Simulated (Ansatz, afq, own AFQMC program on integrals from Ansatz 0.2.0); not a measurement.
AFQMC on a folder of integrals that Ansatz 0.2.0 wrote.

```yaml
crystal:
  periodic: [false, false, false]
  atoms:
    - {symbol: In, position_ang: [0.000000, -0.262183, 0.020698]}
    - {symbol: O, position_ang: [0.000000, 1.004067, -1.878959]}
    - {symbol: O, position_ang: [0.000000, 0.877462, 1.730419]}
basis:
  gaussian: {orbitals: def2-SVP}
magnetization: {spin_polarized: true, initial_magnetization: 3}
correlation: {method: ccsd_t, electrons: outside_noble_gas, hamiltonian_folder: ham}
```

```sh
$ ansatz run in.yaml --threads 1 --pin off --events-out ev --progress --plain --max-ram 16896MiB --backend cuda --devices 0, --max-vram 18GiB
```

afq runs on the folder ham with

```
--method phaseless --trial cisd --walkers 4000 --populations 20 --least-time 60 --time-step 0.005 --steps-per-block 50 --equilibration-blocks 28 --max-blocks 4000 --target-error 0.00023 --factor-cut 1e-05 --start spin_pure --seed 2825 --release-times 0.24,0.51,0.99,1.5 --release-step 0.03 --release-every 4 --taylor-order 6
```

Times are imaginary, in 1/Eh. The walk had a cap of 99 s. With eight or more populations the least sampling time is a fifth of least-time, and the error comes from their spread. Filled inner d shells are frozen with the cores. Core potentials past Kr, no spin–orbit coupling.

afq prints:

```
orbitals 43  electrons 9 6  factors 331 of 591
reference energy -338.70133958 Eh
CCSD correlation -0.34437806 Eh in 22 cycles, weight of the determinant in the CISD state 0.8479
energy of the start -339.037379 Eh
 block  time / (1/Eh)  mean weight  energy / Eh
     1     0.250  1.0003  -339.038235
     2     0.500  0.9999  -339.043951
     3     0.750  0.9997  -339.047444
     4     1.000  0.9999  -339.049317
     5     1.250  0.9999  -339.051424
     8     2.000  0.9998  -339.053025
    11     2.750  0.9997  -339.055410
    17     4.250  0.9999  -339.056298
    19     4.750  0.9999  -339.057340
    23     5.750  0.9994  -339.056010
    29     7.250  0.9999  -339.056313
    35     8.750  0.9998  -339.054313
    41    10.250  0.9995  -339.055842
    47    11.750  0.9998  -339.056655
    53    13.250  1.0002  -339.054852
    59    14.750  1.0003  -339.053422
    61    15.250  0.9998  -339.052896
    65    16.250  0.9999  -339.053387
    71    17.750  1.0002  -339.054355
    77    19.250  0.9994  -339.054797
    83    20.750  1.0007  -339.052907
    85    21.250  1.0005  -339.054124
error from the spread of 20 populations
released: time / (1/Eh)  energy / Eh  error  mean overlap
  0.24  -339.055327  0.000213  0.9975
  0.51  -339.055857  0.000133  0.9926
  0.99  -339.056413  0.000252  0.9848
  1.50  -339.056567  0.000335  0.9817
energy -339.054543 +/- 0.000246 Eh
(rows thinned)
```

The run passed its tests (sampling time, drift between the halves within three errors, error under three times the target), which doesn't prove that it has relaxed, ending at its cap on processor time. The second half of the sampling lies above the first by 2.4 errors of their difference, so the energy may still be moving and its error bar be too small.

Against this walk (error 6.7 meV) on the same determinant: CCSD(T) 23.1 meV higher. The error is statistical and leaves out the bias of the constraint. The determinant has ⟨S²⟩ = 3.88, so the low cluster orders mix in higher spin (the high orders can go on to a lower state of that spin), while the walk starts as a pure quartet. None of these is a sure reference here. The released energies are still falling (meV from the phaseless value at times in 1/Eh: -21 ± 6 at 0.24, -36 ± 4 at 0.51, -51 ± 7 at 0.99, -55 ± 9 at 1.50), so they give no level; they do show a bias of the constraint, and the last of them that isn't too noisy lies 78 meV below CCSD(T).

Cautions: constraint bias not in the error; error above the target (6.7 against 6.3 meV); no spin-orbit coupling; inner d shell frozen; lower spins were not checked; unrestricted determinant spin contaminated (⟨S²⟩ 3.88 against 3.75).

The walk took 99 s on 1 × NVIDIA H100 80GB HBM3 with 2 threads of AMD EPYC 7R13 Processor (Zen 3), with other jobs on the host (the card was shared). The log's last line is the phaseless energy.

A walk keeps the symmetry of its determinant, which the program's search chose and which needn't be the lowest solution, so a lower state of the same spin and another symmetry isn't excluded.
